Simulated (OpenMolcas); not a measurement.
# PH2 (SMILES [PH2]): the vertical ionisation energy, rung by rung

PH2: 3 atoms, total charge 0, spin state doublet. SMILES: `[PH2]`. The coordinates come from a PBE0-D4/def2-TZVP relaxation.

```xyz
3

P     0.5257   -0.3094    0.2582
H     0.1146    1.0515    0.1767
H    -0.6404   -0.7421   -0.4350
```

Quantity: the vertical ionisation energy (to the singlet cation), in eV. The values are calculated.

```csv
level,kind,program,value (eV),less FCI/pcseg-0,CPU time (all runs)
UHF/pcseg-0,Hartree–Fock,OpenMolcas,9.68,+0.13,3 s
USVWN5/pcseg-0,LDA,OpenMolcas,10.25,+0.70,5.9 s
UPBE/pcseg-0,GGA,OpenMolcas,10.21,+0.66,6.8 s
U-r2SCAN/pcseg-0,meta-GGA,OpenMolcas,10.45,+0.90,8.8 s
UM06-2X/pcseg-0,hybrid meta-GGA,OpenMolcas,10.18,+0.63,8.2 s
ROCCSD(T)/pcseg-0,coupled cluster or CI,OpenMolcas,9.55,0.00,4.3 s
FCI/3-21G,exact in the basis,OpenMolcas,9.47,-0.08,5.4 s
FCI/pcseg-0,exact in the basis,OpenMolcas,9.55,0.00,6.2 s
```

FCI/pcseg-0 is exact within its basis and frozen core, so for wave-function methods in that basis the difference is their error; functionals converge differently with the basis, so for them it is only a difference. The values span 9.47 to 10.45 eV. All rows use very small basis sets, so even the best lies far from the true value. Times are those of the runs behind each value, whatever else they computed, on shared processors of several kinds: orders of magnitude only.
